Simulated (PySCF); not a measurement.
Compound: butyric acid, C4H8O2.
SMILES with atom numbers: `[CH3:1][CH2:2][CH2:3][C:4](=[O:5])[OH:6]` (hydrogens: H7, H8, H9 on C1; H10, H11 on C2; H12, H13 on C3; H14 on O6)

The same species was optimised twice, with GFN2-xTB and with PBE0-D3(BJ)/def2-SVP (PySCF), and the same property calculations (PySCF, gas phase) were run on both structures.

```json
{"coordinate": "C2–C3 (Å)", "GFN2-xTB": "1.526", "PBE0-D3(BJ)/def2-SVP": "1.518", "change": "-0.008"}
{"coordinate": "C1–C2 (Å)", "GFN2-xTB": "1.523", "PBE0-D3(BJ)/def2-SVP": "1.519", "change": "-0.004"}
{"coordinate": "C4=O5 (Å)", "GFN2-xTB": "1.200", "PBE0-D3(BJ)/def2-SVP": "1.203", "change": "+0.003"}
{"coordinate": "C3–C4 (Å)", "GFN2-xTB": "1.506", "PBE0-D3(BJ)/def2-SVP": "1.504", "change": "-0.002"}
{"coordinate": "C4–O6 (Å)", "GFN2-xTB": "1.343", "PBE0-D3(BJ)/def2-SVP": "1.342", "change": "-0.001"}
{"coordinate": "C2–C3–C4 (°)", "GFN2-xTB": "112.2", "PBE0-D3(BJ)/def2-SVP": "113.5", "change": "+1.3"}
{"coordinate": "C1–C2–C3 (°)", "GFN2-xTB": "111.7", "PBE0-D3(BJ)/def2-SVP": "112.8", "change": "+1.1"}
{"coordinate": "C3–C4–O5 (°)", "GFN2-xTB": "126.3", "PBE0-D3(BJ)/def2-SVP": "125.7", "change": "-0.6"}
{"coordinate": "C3–C4–O6 (°)", "GFN2-xTB": "111.5", "PBE0-D3(BJ)/def2-SVP": "111.8", "change": "+0.3"}
{"coordinate": "O5–C4–O6 (°)", "GFN2-xTB": "122.2", "PBE0-D3(BJ)/def2-SVP": "122.4", "change": "+0.2"}
{"coordinate": "C1–C2–C3–C4 (°)", "GFN2-xTB": "180", "PBE0-D3(BJ)/def2-SVP": "-177", "change": "+3"}
{"coordinate": "C2–C3–C4–O5 (°)", "GFN2-xTB": "0", "PBE0-D3(BJ)/def2-SVP": "6", "change": "+6"}
```

Rotational constants: A = 9117, B = 1851, C = 1584 MHz (GFN2-xTB) against A = 9115, B = 1842, C = 1578 MHz (PBE0-D3(BJ)/def2-SVP).

On the GFN2-xTB structure: HOMO (eV) -8.06 [PBE0/pcSseg-1]; LUMO (eV) 0.40 [PBE0/pcSseg-1]; dipole (D) 1.56 [PBE0/pcSseg-1]; GIAO shielding of C1 (ppm) 171.3 [PBE0/pcSseg-1]; GIAO shielding of C2 (ppm) 165.0 [PBE0/pcSseg-1]; GIAO shielding of C3 (ppm) 149.4 [PBE0/pcSseg-1]; GIAO shielding of C4 (ppm) 8.7 [PBE0/pcSseg-1]; GIAO shielding of O5 (ppm) -102.9 [PBE0/pcSseg-1]; GIAO shielding of O6 (ppm) 126.6 [PBE0/pcSseg-1].

Task: What do these properties become on the PBE0-D3(BJ)/def2-SVP structure?

Result: 
```
                                    property          level  on GFN2-xTB  on PBE0-D3(BJ)/def2-SVP  change
                                   HOMO (eV)  PBE0/pcSseg-1        -8.06                    -8.09   -0.03
                                   LUMO (eV)  PBE0/pcSseg-1         0.40                     0.35   -0.05
                                  dipole (D)  PBE0/pcSseg-1         1.56                     1.53   -0.03
energy, GFN2-xTB geometry as zero (kcal/mol)  PBE0/pcSseg-1          0.0                     -0.5    -0.5
                  GIAO shielding of C1 (ppm)  PBE0/pcSseg-1        171.3                    169.3    -2.0
                  GIAO shielding of C2 (ppm)  PBE0/pcSseg-1        165.0                    164.6    -0.4
                  GIAO shielding of C3 (ppm)  PBE0/pcSseg-1        149.4                    149.1    -0.3
                  GIAO shielding of C4 (ppm)  PBE0/pcSseg-1          8.7                      7.4    -1.3
                  GIAO shielding of O5 (ppm)  PBE0/pcSseg-1       -102.9                   -102.1    +0.8
                  GIAO shielding of O6 (ppm)  PBE0/pcSseg-1        126.6                    123.0    -3.6
```

The heavy atoms differ by 0.033 Å rms after alignment. Among bonds between heavy atoms C2–C3 changes most (-0.008 Å). Changes are differences of the printed values. Neither structure is proved a minimum here.

Shape of the structure used: `[CH3:1][CH2:2][CH2:3][C:4](=[O:5])[OH:6]`: C1–C2–C3–C4 -177°, C2–C3–C4–O5 6°, H–O6–C4–C3 -179°.
